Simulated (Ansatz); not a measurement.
# CHO3S: the cost of one run

Method: the levels named in each step, in Ansatz 0.2.0.

### 1 The structure to begin with

Bond lengths: O1–C2 1.182 Å, C2–O3 1.276 Å, O4–S5 1.482 Å, O3–H6 0.988 Å. Angles: O1–C2–O3 139.0°, C2–O3–H6 117.2°.

Coordinates:

```xyz
6

O     1.0027   -0.4662   -0.0162
C     0.7951   -1.5680    0.3572
O     1.4418   -2.6409    0.5977
O    -1.0046    0.5398    0.0038
S    -1.0923    1.9507   -0.4400
H     2.4186   -2.6214    0.4497
```

### 2 A rough first relaxation, PBE-D4/def2-SVP

This run stands in another session on the same molecule. It ended at:

```xyz
6

O     1.7537   -0.2114   -0.1872
C     0.7845   -0.8421    0.1432
O     0.7336   -2.1234    0.5390
O    -0.5327   -0.3859    0.1914
S    -0.8342    1.2064   -0.2405
H     1.6562   -2.4497    0.5063
```

### 3 Relaxation, PBE0-D4/def2-TZVPP

Input file input.yaml:

```yaml
crystal:
  periodic: [false, false, false]
  atoms:
    - { symbol: O, position_ang: [1.75372154, -0.21141874, -0.18717061] }
    - { symbol: C, position_ang: [0.78453875, -0.84205896, 0.14320661] }
    - { symbol: O, position_ang: [0.73363697, -2.12339286, 0.53899126] }
    - { symbol: O, position_ang: [-0.53268684, -0.38586249, 0.19143474] }
    - { symbol: S, position_ang: [-0.83420977, 1.20644971, -0.24054251] }
    - { symbol: H, position_ang: [1.65624936, -2.44969666, 0.50633052] }
magnetization:
  spin_polarized: true
  initial_magnetization: 1
basis:
  gaussian: { orbitals: def2-TZVPP }
hamiltonian:
  xc: pbe0
  dispersion: d4
relax:
  f_tol: 0.002
  max_steps: 150
```

Run with:

```
> ansatz run input.yaml --threads 4 --pin off --max-ram 10240MiB --backend cpu --events-out ev --progress --plain --runs-dir out
```

Q: Estimate wall time and peak memory on 4 threads of Arm Neoverse V2, shared host.

About 55 s, with a peak of 0.69 GiB.
